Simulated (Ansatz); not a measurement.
C₃H₆FN, SMILES `C=C(F)NC`, relaxed with RKS PBE0-D4/def2-TZVP in Ansatz 0.2.0 from a PBE-D4/def2-SVP geometry. The force threshold is 0.005 eV/Å; the program also tests the step.

Total charge 0; spin multiplicity 1.

Start:

```xyz
11

C    -0.403   -1.656    1.081
C     0.200   -0.537    0.624
F     1.534   -0.375    0.775
N    -0.377    0.571    0.035
C     0.293    1.278   -1.045
H    -1.474   -1.825    0.913
H     0.174   -2.385    1.662
H    -1.389    0.478   -0.066
H    -0.204    2.254   -1.210
H     0.304    0.720   -2.013
H     1.342    1.478   -0.757
```

(1) By how much does the energy fall, and how many steps does the optimiser take? (An estimate is asked.)

(2) Which bonds change most? (Estimate.)

(3) Give the relaxed structure. (An estimate is asked.)

Results:

(1) Ansatz gave: 5.75 kJ/mol, in 9 steps, 1 of them rejected.

(2) The calculation gave: C1–C2 from 1.350 to 1.329 Å; C5–H10 from 1.117 to 1.098 Å; C5–H9 from 1.108 to 1.090 Å; C5–H11 from 1.106 to 1.089 Å.

(3) Ansatz gave: 
```xyz
11

C    -0.396   -1.634    1.041
C     0.200   -0.518    0.636
F     1.521   -0.367    0.802
N    -0.361    0.606    0.089
C     0.291    1.253   -1.034
H    -1.449   -1.789    0.859
H     0.162   -2.381    1.585
H    -1.359    0.511   -0.014
H    -0.231    2.186   -1.252
H     0.304    0.635   -1.941
H     1.318    1.498   -0.768
```
